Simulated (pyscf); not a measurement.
Elementary routes open to HO–PH₂ + H atom (H•) in the gas phase (doublet surface):
A. PH₂• + water (H₂O) (O–P broken; H–O formed)
B. •O–PH₂ + hydrogen (H₂) (H–O broken; H–H formed)

Optimised with ωB97X-D3(BJ)/def2-SVP in PySCF.

Q: Rank the routes by free-energy barrier at 298 K, lowest first, for ωB97M-D3(BJ)/def2-TZVP energies (ideal gas, 1 atm, RRHO with modes under 100 cm⁻¹ raised to 100, one conformer, R ln 2 for chiral ones without a mode under 150 cm⁻¹).

A: B (13.2 kcal/mol), A (21.8 kcal/mol)

Route B is the fastest of these, ahead of the next by 8.6 kcal/mol. The most stable products are those of A (ΔG = -28.3 kcal/mol), whose barrier is 8.6 kcal/mol higher: the kinetic and the thermodynamic product differ. At 1200 K B is still the fastest. Only these routes are compared; each barrier is that of the saddle found, and lower ones may exist.
